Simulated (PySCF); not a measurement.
A PySCF script (with the pyscf-properties extension) for the NMR shieldings of 2-Butanone (O=C(CC)C, C4H8O), on a PBE0-D3(BJ)/def2-TZVP geometry:

```python
import basis_set_exchange as bse
import numpy as np
from pyscf import gto, dft
from pyscf.prop import nmr

atoms = """
C    -1.901576   -0.029940   -0.205036
C    -0.443107    0.235417   -0.508078
C     0.497590   -0.184327    0.597719
C     1.968918   -0.055569    0.301408
O     0.096475   -0.606697    1.653635
H    -2.534847    0.301699   -1.029642
H    -2.078911   -1.093580   -0.038389
H    -2.210107    0.492746    0.701335
H    -0.264417    1.302614   -0.691458
H    -0.123007   -0.265366   -1.429948
H     2.198118    0.913685   -0.148383
H     2.547073   -0.194997    1.213117
H     2.256804   -0.821261   -0.425132
"""
names = dict.fromkeys(["C", "O", "H"], "pcSseg-2")
basis = {el: gto.basis.parse(bse.get_basis(n, elements=[el], fmt="nwchem")) for el, n in names.items()}
mol = gto.M(atom=atoms, basis=basis, charge=0, verbose=0)
mf = dft.RKS(mol, xc="GGA_XC_KT3")
mf.grids.level = 2
mf.grids.alignment = dft.numint.BLKSIZE   # the property module wants whole blocks of grid points
mf.conv_tol = 1e-9
mf.kernel()

calc = nmr.RKS(mf)   # GIAO
sigma = calc.kernel()   # uncoupled for a functional without exact exchange
for i, s in enumerate(sigma):   # ppm
    w = np.linalg.eigvalsh((s + s.T) / 2)
    print("%2d %-2s iso %8.1f  s11 %8.1f  s22 %8.1f  s33 %8.1f" % (i, mol.atom_pure_symbol(i), w.mean(), *w))
```

Q: Give the expected output.

A: 
```
 0 C  iso    173.3  s11    169.0  s22    170.1  s33    180.9
 1 C  iso    144.3  s11    122.7  s22    134.8  s33    175.4
 2 C  iso    -21.0  s11    -97.8  s22    -59.3  s33     94.2
 3 C  iso    153.8  s11    133.6  s22    138.0  s33    189.9
 4 O  iso   -277.7  s11   -807.3  s22   -374.3  s33    348.3
 5 H  iso     30.9  s11     26.7  s22     28.9  s33     37.1
 6 H  iso     30.7  s11     27.2  s22     28.4  s33     36.5
 7 H  iso     30.4  s11     26.8  s22     28.4  s33     36.1
 8 H  iso     29.2  s11     25.0  s22     29.5  s33     33.1
 9 H  iso     29.0  s11     24.9  s22     29.3  s33     32.8
10 H  iso     29.3  s11     26.2  s22     29.8  s33     32.1
11 H  iso     29.8  s11     27.0  s22     28.2  s33     34.3
12 H  iso     29.5  s11     26.8  s22     28.9  s33     32.8
```

These numbers come from an equivalent density-fitted implementation of the same equations, which agrees with the script to about 0.01 ppm for H and up to a few tenths of a ppm for heavy atoms, so last digits may differ.

Q: Turn these shieldings into chemical shifts. δ = σ(ref) − σ, references computed at the same level: TMS for ¹³C (σ = 183.24 ppm), ¹H (σ = 31.63 ppm); ¹⁷O (σ = 325.30 ppm) against H2O.

A: Averaging equivalent atoms: C 2: 204.2; C 1: 38.9; C 3: 29.4; C 0: 9.9; O 4: 603.0; H 8/9: 2.53; H 10/11/12: 2.05; H 5/6/7: 0.96 ppm. Unscaled 17O shifts of doubly bonded oxygen tend to come out too high, by tens of ppm or more. Experimental scales use liquid or dissolved standards, which lie at an offset from isolated H2O (liquid H2O: subtract about 36 ppm).

Size and cost of the density-fitted run: 292 basis functions; peak memory 1.8 GiB.
